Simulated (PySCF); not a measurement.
Potential energy surface of CF4, singlet: flattening of a tetrahedron along the D2d path, bond length relaxed. Scanned: the two opposite F-C-F angles (109.47 = tetrahedral, 180 = square planar). Other coordinates (C-F bond length) were minimised at PBE0/def2-TZVP.

- RKS-B3LYP/6-31G* = restricted B3LYP/6-31G*, spherical d run with PySCF
- CAM-B3LYP/def2-TZVP, density fitting (PySCF)
- RKS-B3LYP/6-311+G** = restricted B3LYP/6-311+G**, spherical d in PySCF
- M06-2X/def2-TZVP, density fitting (PySCF)

Energies relative to the lowest point of each profile, in kJ/mol:

| a / ° | RKS-B3LYP/6-31G* | CAM-B3LYP | RKS-B3LYP/6-311+G** |
|---|---|---|---|
| 90 | 159.2 | 163.4 | 161.0 |
| 95 | 82.3 | 84.6 | 83.3 |
| 100 | 33.0 | 34.0 | 33.4 |
| 105 | 6.9 | 7.1 | 7.0 |
| 109.47 | 0.0 | 0.0 | 0.0 |
| 115 | 9.4 | 9.6 | 9.5 |
| 120 | 32.1 | 32.9 | 32.4 |
| 130 | 108.4 | 110.7 | 108.7 |
| 140 | 211.0 | 214.9 | 210.4 |
| 150 | 322.1 | 327.9 | 319.5 |
| 160 | 423.0 | 431.3 | 417.8 |
| 170 | 495.0 | 505.6 | 487.5 |

Task: Estimate the M06-2X values at these points.

Result: 90: 166.8; 95: 86.3; 100: 34.7; 105: 7.2; 109.47: 0.0; 115: 9.9; 120: 33.7; 130: 113.5; 140: 221.2; 150: 339.0; 160: 448.3; 170: 528.0 (kJ/mol).
